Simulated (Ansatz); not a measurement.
## Which is lower?

Two relaxed structures of MgSiH$_{3}$ (charge +1), closed shell (PBE0-D4/def2-TZVP; forces vanish, vibrations not checked).

A:

```csv
atom,x (Å),y (Å),z (Å)
Mg1,0.1789,0.7452,-1.2713
Si2,-0.1954,-0.4070,0.8457
H3,0.7876,-0.8894,-0.2966
H4,-1.3063,-0.1049,-0.2400
H5,0.3535,1.0692,0.6926
```

B:

Mg1  (0.577, -1.315, 0.857)
Si2  (-0.371, 0.842, -0.549)
H3  (1.155, -2.623, 1.711)
H4  (-1.618, 0.910, -1.358)
H5  (0.257, 2.186, -0.661)
(Å)

Program: Ansatz 0.2.0. Basis: def2-TZVPP. Cores are frozen in the correlated methods. The outer core shell of Li, Na, Mg and K is correlated. The def2 sets are not built for correlating such inner shells, so the correlated values are less sure here. B3LYP uses VWN-RPA correlation.

Task: Which structure is lower at CCSD(T), and by how much? (Judge from chemistry; the value comes from the calculation.)

Result: By the calculation: A, by 91.1 kJ/mol (electronic energy, against the other). By their contacts, A is MgSiH₃ ([H]1[Mg]23[H][Si]12[H]3), total charge +1 and B is MgSiH₃ ([MgH][SiH2]), total charge +1.

All methods give the same order:

```
   method  E(B) − E(A) (kJ/mol)
   PBE-D4                 119.8
r2SCAN-D4                 117.9
  PBE0-D4                 107.4
 B3LYP-D4                  89.7
  wB97M-V                  93.1
       HF                  22.5
      MP2                  97.4
     CCSD                  79.4
  CCSD(T)                  91.1
```

T1 diagnostic: at most 0.019.

Labels in which every atom is bracketed show which atoms are joined, not bond orders.

For scale, one of the runs: CCSD(T)/def2-TZVPP, 116 basis functions, launched by `ansatz run in.yaml --threads 2 --pin off --events-out ev --progress --plain --max-ram 4352MiB`. The run took about 5.5 s on 2 CPU threads of an Arm Neoverse V1 (shared host).
